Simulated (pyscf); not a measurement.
Structures and frequencies: ωB97X-D3(BJ)/def2-SVP in PySCF. Correlated levels are frozen-core, on RHF or UHF. ΔMP2 is the change of the MP2 total energy from the triple- to the quadruple-zeta basis.

SMILES: FC(F)=CCl
```xyz
6

F      1.1173     1.5003     0.0659
C      1.1525     0.2613     0.5054
F      1.9633     0.1378     1.5264
C      0.4428    -0.7227    -0.0385
Cl     0.5105    -2.3327     0.5616
H     -0.2074    -0.5248    -0.8905
```
Charge 0, spin multiplicity 1.

Task: What is the homolytic dissociation enthalpy (298 K, CCSD(T)/def2-TZVPP + ΔMP2(QZVPP)) of the C–H bond of `[F][C]([F])=[CH][Cl]`, to F–C(F)=C•–Cl + H•?

Result: C–H to F–C(F)=C•–Cl + H•: 4.95 eV. The radicals are drawn with the spin at the cut bond; how far it spreads was not checked. Other isomers of F–C(F)=C•–Cl were not searched in full and may lie lower. The CCSD(T) − MP2 part came from Ansatz, without density fitting, on the same reference. A UHF reference is spin-contaminated (<S²> up to 0.95), which harms MP2 most.
